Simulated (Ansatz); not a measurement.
Exact exchange and the vertical ionisation energy of NF3 (nitrogen trifluoride)

The species is NF3 (4 atoms), meant as a singlet with charge 0. SMILES: `FN(F)F`. Geometry: relaxed at PBE0-D4/def2-TZVP.

The vertical ionisation energy (to the doublet cation) y, in eV, basis cc-pVTZ; a is the functional's share of exact exchange. Programs: Ansatz 0.2.0.

| functional | program | a | y (eV) |
| --- | --- | --- | --- |
| PBE | Ansatz | 0 | 12.78 |
| revPBE | Ansatz | 0 | 12.68 |
| B3LYP | Ansatz | 0.2 | 13.32 |
| PBE0 | Ansatz | 0.25 | ? |
| BHLYP | Ansatz | 0.5 | 13.63 |

Question: Fit y = c + s·a to the known rows and predict PBE0.

Answer: 
1. Means of the 4 rows: a = 0.1750, y = 13.102.
2. Σ(Δa)² = 0.1675, Σ(Δa·Δy) = 0.30725, so the slope is 0.30725/0.1675 = 1.8343.
3. Intercept: 13.102 − (1.8343) × 0.1750 = 12.781. The largest residual of the fit is 0.17.
4. PBE0: 12.781 + (1.8343) × 0.25 = 13.24 eV.

The run gave 13.26 eV, so the prediction is off by -0.02 eV, within the scatter of the fit.
